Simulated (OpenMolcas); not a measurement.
# SiNH4F (SMILES N[SiH2]F): methods side by side

SiNH4F: 7 atoms, total charge 0, spin state singlet. SMILES: `N[SiH2]F`. The coordinates come from a PBE0-D4/def2-TZVP relaxation. This is one conformer, not always the lowest.

Quantity: the HOMO–LUMO gap, in eV. The values are calculated.

```csv
level,kind,program,value (eV),CPU time
SVWN5/aug-cc-pVDZ,LDA,OpenMolcas,5.95,25 s
BLYP/aug-cc-pVDZ,GGA,OpenMolcas,5.68,37 s
revPBE/aug-cc-pVDZ,GGA,OpenMolcas,5.75,36 s
TPSS/aug-cc-pVDZ,meta-GGA,OpenMolcas,6.03,49 s
r2SCAN/aug-cc-pVDZ,meta-GGA,OpenMolcas,6.75,43 s
M06-2X/aug-cc-pVDZ,hybrid meta-GGA,OpenMolcas,9.35,42 s
PBE0/aug-cc-pVDZ,global hybrid,OpenMolcas,7.88,35 s
B2PLYP/aug-cc-pVDZ,double hybrid,OpenMolcas,9.68,26 s
```

The values span 5.68 to 9.68 eV. Orbital gaps aren't excitation energies, and those of double hybrids come from the SCF part alone; they tend to grow with the share of exact exchange. CPU times are rough (shared hosts, several kinds of processor and program).
